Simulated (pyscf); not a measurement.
Single points on ωB97X-D3(BJ)/def2-SVP structures (PySCF, gas phase).

**Question.** For the elementary gas-phase step [HO–B–OH]• + H₂ → HO–BH–OH + H• (doublet surface; H–H broken, B–H formed), what barrier and reaction energy does PBE0-D3(BJ)/def2-TZVP give, measured from the separated reactants?

**Answer.** ΔE‡ = 9.0 kcal/mol, ΔE = -3.7 kcal/mol. ωB97M-D3(BJ)/def2-TZVP gives 10.9 kcal/mol and -5.3 kcal/mol. Zero-point energy shifts the barrier by +0.1 kcal/mol. It is a hydrogen abstraction, with an imaginary mode of 676i cm⁻¹. One saddle was located; it need not be the lowest between these sides. The angle at the transferred H is 180°.
